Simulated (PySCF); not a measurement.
**Dipole moment and polarisability of `ClC=C(Cl)Cl`**

C2HCl3.
Geometry (GFN2-xTB, Å), atoms numbered from 1 in this order:
```
atom  x, y, z in Å
Cl1    1.889    0.987   -0.019
C2     0.690   -0.229   -0.029
C3    -0.610    0.051    0.014
Cl4   -1.240    1.642    0.083
Cl5   -1.781   -1.204    0.002
H6     1.055   -1.243   -0.073
```

Level: CAM-B3LYP/def2-SVPD (PySCF), static field, nuclei fixed, core orbitals frozen in the response. The polarisability tensor in these axes (au):

```
x   86.35  6.62 -0.82
y    6.62 69.77  0.64
z   -0.82  0.64 45.58
```

Question: Diagonalise the tensor; give its mean and Δα, where Δα² is half the sum of the squared differences of the eigenvalues.

Answer: Principal values 45.54, 67.48 and 88.68 au; mean 67.23 au = 9.96 Å³ = 11.09 × 10⁻⁴⁰ C²·m²/J; Δα = 37.36 au (56 % of the mean).

Question: What is the dipole moment, and where does it point?

Answer: (0.36, -0.87, -0.04) D, 0.94 D in size, pointing from the negative to the positive side. Measured along this direction, the outermost atoms are Cl4 at the negative end and H6 at the positive end.

Question: Traceless (Buckingham) quadrupole moment about the centre of nuclear charge: eigenvalues?

Answer: -2.13, -1.89, 4.02 D·Å. The values depend on the origin, since the dipole doesn't vanish. The electronic extent ⟨r²⟩ about the same centre is 908 bohr², a root-mean-square distance of 1.99 Å for the 64 electrons.

Question: What depolarisation ratio follows for Rayleigh scattering of linearly polarised light, taking the static tensor?

Answer: ρ = 3Δα²/(45ᾱ² + 4Δα²) = 4186.6/(203421 + 5582.2) = 0.02.

Question: Give the principal axes and the span of the nuclei along them.

Answer: Largest value along (0.94, 0.33, -0.01), where the nuclei span 4.19 Å; middle along (-0.33, 0.94, 0.04), 3.48 Å; least along (0.03, -0.03, 1.00), 0.00 Å. The response follows the extents in order.

Question: Orientational against electronic polarisability at 350 K (dilute gas, rigid molecules)?

Answer: In Gaussian units μ²/3kT = 6.13 Å³ against 9.96 Å³, a ratio of 0.62; the Debye molar polarisation (4π/3)N_A(α + μ²/3kT) is 40.6 cm³/mol, leaving out the vibrational part.

Geometry: GFN2-xTB; no solvent, vibrations or thermal averaging.
